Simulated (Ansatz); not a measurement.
What does this script print? It uses the Python package of Ansatz (0.2.0).

Script `c2h2s.py`:
```python
"""Active-space calculation on C2H2S."""

import logging
import sys
import warnings

import ansatz as az

logging.basicConfig(stream=sys.stdout, format="%(levelname)s:%(name)s:%(message)s")
logger = logging.getLogger("run")
logger.setLevel(logging.INFO)

GEOMETRY = """
C     0.63090   -0.32100    0.12000
C    -0.58350    0.25270   -0.11260
S    -2.22210    0.99340   -0.43020
H     1.50260   -0.01430   -0.52290
H     0.72210   -0.98440    0.90430
"""

warnings.simplefilter("ignore", az.DeckWarning)

c2h2s = az.Crystal.molecule()
for line in GEOMETRY.strip().splitlines():
    symbol, *xyz = line.split()
    c2h2s = c2h2s.atom(symbol, [float(v) for v in xyz])

setup = (
    c2h2s.calculation()
    .basis(gaussian="def2-SVP")
    .correlation(active_electrons=2, active_orbitals=3)
)
for method in ["sc_nevpt2"]:
    data = (setup if method is None else setup.correlation(method)).run(threads=1, pin="off").report
    space = data["configurations"]
    state = space["states"][0]
    print(method or "casscf", f"total {data['free_energy_ev'] / 27.211386246:.6f} Ha, active-space state {state['energy']['hartree']:.6f} Ha, mean field {data['reference_energy_ev'] / 27.211386246:.6f} Ha")
    print("  determinants", state["n_determinants"], " natural occupations", [round(n, 3) for n in space["natural_occupations"]])
```

Output of `python c2h2s.py`:
```text
sc_nevpt2 total -474.525228 Ha, active-space state -474.164860 Ha, mean field -474.133608 Ha
  determinants 9  natural occupations [1.91, 0.088, 0.002]
```

Notes:
- These settings explore the input space; basis and method may be short of convergence.
- The geometry is a force-field or estimated start, not a minimum of this method, and the basis set is short of its limit. The active space starts as a window about the frontier orbitals and is then optimised, not chosen by chemistry.
- Timing: 3.5 s on 1 thread of Arm Neoverse V1, on a shared host, peak memory 0.16 GiB.
